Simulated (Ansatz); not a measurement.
# Bulk modulus of graphite at several levels of theory

Problem. Put these levels in order of the bulk modulus that they give for graphite, smallest first: LDA (Ansatz, a program for electronic structure), PBE (Ansatz), PBE-D4 (Ansatz), r²SCAN+rVV10 (Ansatz).

Solution. PBE (1.52 GPa), LDA (28.1 GPa), PBE-D4 (34.8 GPa), r²SCAN+rVV10 (38.2 GPa)

Unless a cell is named, each level is at its own relaxed cell (LDA 8.61, PBE 11.48, PBE-D4 8.73, r²SCAN+rVV10 8.72 Å³/atom).

LDA: LDA has no dispersion term either, though it tends to give short spacings of layers, chains or molecules. PBE: for a layered or molecular solid the relaxed cell lies over 5 % above the published volume, where the minimum can be shallow. PBE: the cell comes from a level without a dispersion term, which matters for the spacing of layers, chains or molecules. Each level is taken at its own relaxed cell. Cutoffs differ between the levels. Ansatz's density-functional and Hartree–Fock values are scalar-relativistic unless marked +SOC, with PAW data made under PBE.
